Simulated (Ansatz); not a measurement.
Active spaces for SiH3, doublet

Computed with Ansatz's Gaussian-basis code (development build). Basis cc-pVDZ, nonrelativistic, 5 orbitals frozen in the corrections. State-specific CASSCF; RHF is the lowest restricted (open-shell) Hartree–Fock solution met. No symmetry is imposed, so a solution can break that of the shape. No proof that the lowest CASSCF solution was found.

Geometry:

```xyz
4

Si    0.0000    0.0000    0.0858
H     1.5384    0.0000   -0.4006
H    -0.7692    1.3323   -0.4006
H    -0.7692   -1.3323   -0.4006
```

**Question.** What do CASSCF and its corrections give against RHF in CAS(7,7), and what are the occupations?

**Answer.** CASSCF -1.367 eV, SC-NEVPT2 -2.803 eV; occupations 1.98, 1.97, 1.97, 1.00, 0.04, 0.02, 0.02.
